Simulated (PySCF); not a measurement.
# SiS (SMILES [Si-]#[S+]) at M06-2X/STO-3G

Aim: the energy change on altering one bond length of SiS at M06-2X/STO-3G, from 2 runs. Input form: a Python script.

Program for the calculation: PySCF 2.14.0.

20 further runs of the same task are left out: 7 that didn't finish, 13 set aside as unsound or not needed.

## Step 1: The structure to begin with

The species is SiS (2 atoms), meant as a singlet with charge 0. SMILES: `[Si-]#[S+]`. Geometry: the measured bond length.

Bond lengths: Si1–S2 1.929 Å.

## Step 2: A single-point energy at M06-2X/STO-3G

job.py reads:

```python
from pyscf import gto, dft

mol = gto.Mole()
mol.atom = '''
Si     0.000000     0.000000     0.000000
S      0.000000     0.000000     1.929321
'''
mol.verbose = 4
mol.basis = 'sto-3g'
mol.max_memory = 1860
mol.charge = 0
mol.build()

mf = dft.RKS(mol)
mf.xc = 'm06-2x'
mf.grids.level = 5
mf.conv_tol = 1e-10
mf.kernel()
if not mf.converged:
    mf = mf.newton().run(mf.mo_coeff, mf.mo_occ)

e_final = mf.e_tot
print('Final energy', e_final)
```

Run with:

```
OMP_NUM_THREADS=1 python job.py
```

Output:

```text
PySCF version 2.14.0

[INPUT] num. atoms = 2
[INPUT] num. electrons = 30
[INPUT] charge = 0
[INPUT] spin (= nelec alpha-beta = 2S) = 0
[INPUT] symmetry False subgroup None
[INPUT] Mole.unit = angstrom
[INPUT] Symbol           X                Y                Z      unit          X                Y                Z       unit  Magmom
[INPUT]  1 Si     0.000000000000   0.000000000000   0.000000000000 AA    0.000000000000   0.000000000000   0.000000000000 Bohr   0.0
[INPUT]  2 S      0.000000000000   0.000000000000   1.929321000000 AA    0.000000000000   0.000000000000   3.645888296372 Bohr   0.0

nuclear repulsion = 61.4390737705545
number of shells = 10
number of NR pGTOs = 54
number of NR cGTOs = 18
basis = sto-3g
ecp = {}

******** <class 'pyscf.dft.rks.RKS'> ********
method = RKS
initial guess = minao
damping factor = 0
level_shift factor = 0
DIIS = <class 'pyscf.scf.diis.CDIIS'>
diis_start_cycle = 1
diis_space = 8
diis_damp = 0
SCF conv_tol = 1e-10
SCF conv_tol_grad = None
SCF max_cycles = 50
direct_scf = True
direct_scf_tol = 1e-13
XC library pyscf.dft.libxc version 7.0.0
    S. Lehtola, C. Steigemann, M. J.T. Oliveira, and M. A.L. Marques.,  SoftwareX 7, 1–5 (2018)
XC functionals = m06-2x
    Y. Zhao and D. G. Truhlar.,  Theor. Chem. Acc. 120, 215 (2008)
    Y. Zhao and D. G. Truhlar.,  Theor. Chem. Acc. 120, 215 (2008)
radial grids:
    Treutler-Ahlrichs [JCP 102, 346 (1995); DOI:10.1063/1.469408] (M4) radial grids

becke partition: Becke, JCP 88, 2547 (1988); DOI:10.1063/1.454033
pruning grids: <function nwchem_prune>
grids dens level: 5
symmetrized grids: False
atomic radii adjust function: <function treutler_atomic_radii_adjust>
small_rho_cutoff = 0
Set gradient conv threshold to 1e-05
Initial guess from minao.
tot grids = 86600
init E= -679.552138402014
  HOMO = -0.249594012428029  LUMO = 0.00663321700375984  gap/eV = 6.97230
cycle= 1 E= -679.780367864959  delta_E= -0.228  |g|= 0.479  |ddm|= 2.09
  HOMO = -0.128637719964823  LUMO = 0.131434555861964  gap/eV = 7.07693
cycle= 2 E= -678.990635163512  delta_E= 0.79  |g|= 1.53  |ddm|= 3.01
  HOMO = -0.168091498754615  LUMO = 0.123878801939096  gap/eV = 7.94492
cycle= 3 E= -679.908292828338  delta_E= -0.918  |g|= 0.086  |ddm|= 2.03
  HOMO = -0.181787160704473  LUMO = 0.135861525760349  gap/eV = 8.64366
cycle= 4 E= -679.91117339352  delta_E= -0.00288  |g|= 0.0132  |ddm|= 0.113
  HOMO = -0.181769552059171  LUMO = 0.135538071895619  gap/eV = 8.63438
cycle= 5 E= -679.911238285126  delta_E= -6.49e-05  |g|= 0.00379  |ddm|= 0.015
  HOMO = -0.181769210809292  LUMO = 0.135624658608518  gap/eV = 8.63673
cycle= 6 E= -679.911243918255  delta_E= -5.63e-06  |g|= 0.000525  |ddm|= 0.00522
  HOMO = -0.181780486391607  LUMO = 0.135667487047728  gap/eV = 8.63820
cycle= 7 E= -679.911244027008  delta_E= -1.09e-07  |g|= 1.27e-05  |ddm|= 0.000851
  HOMO = -0.181780862622359  LUMO = 0.135667460898002  gap/eV = 8.63821
cycle= 8 E= -679.911244027072  delta_E= -6.38e-11  |g|= 1.56e-06  |ddm|= 2.69e-05
  HOMO = -0.181780844604231  LUMO = 0.135667263249687  gap/eV = 8.63820
Extra cycle  E= -679.91124402707  delta_E= 2.05e-12  |g|= 3.03e-06  |ddm|= 7.22e-06
converged SCF energy = -679.91124402707
Final energy -679.9112440270698
```

Run time: 1.8 s. Hardware: 1 thread of Arm Neoverse V2, shared host; peak memory 0.17 GiB.

## Step 3: The distorted shape, same level

job.py reads:

```python
from pyscf import gto, dft

mol = gto.M(
    atom='''
Si     0.000000     0.000000    -0.964679
S      0.000000     0.000000     1.929321
''',
    basis='sto-3g',
    max_memory=1860,
    verbose=3,
    charge=0,
)

mf = dft.RKS(mol)
mf.xc = 'm06-2x'
mf.conv_tol = 1e-10
mf.grids.level = 5
mf.kernel()
if not mf.converged:
    mf = mf.newton().run(mf.mo_coeff, mf.mo_occ)

e_final = mf.e_tot
print(f'total energy: {e_final:.8f} hartree')
```

Run with:

```
OMP_NUM_THREADS=1 python job.py
```

Output:

```text
converged SCF energy = -679.645263210574
total energy: -679.64526321 hartree
```

Wall time 3.3 s (1 thread of Arm Neoverse V2, shared host); peak memory 0.18 GiB.

## Step 4: Summary of results

At M06-2X/STO-3G:

```
                                                          quantity          value
                                         first shape: total energy  -679.91124 Eh
                                        first shape: dipole moment         1.39 D
                                          first shape: HOMO energy       -4.95 eV
                                          first shape: LUMO energy        3.69 eV
                                        first shape: HOMO–LUMO gap        8.64 eV
                                     distorted shape: total energy  -679.64526 Eh
                                    distorted shape: dipole moment         3.89 D
                                      distorted shape: HOMO energy       -1.84 eV
                                      distorted shape: LUMO energy        1.79 eV
                                    distorted shape: HOMO–LUMO gap        3.63 eV
energy change with the Si1–S2 bond stretched from 1.929 to 2.894 Å       7.238 eV
```

With the Si1–S2 bond stretched from 1.929 to 2.894 Å the energy rises by 7.24 eV (698 kJ/mol). The first shape isn't relaxed at this level, so the change isn't measured from a minimum. A restricted reference can't describe the breaking bond well at this length. The minimal basis adds a large error of its own.
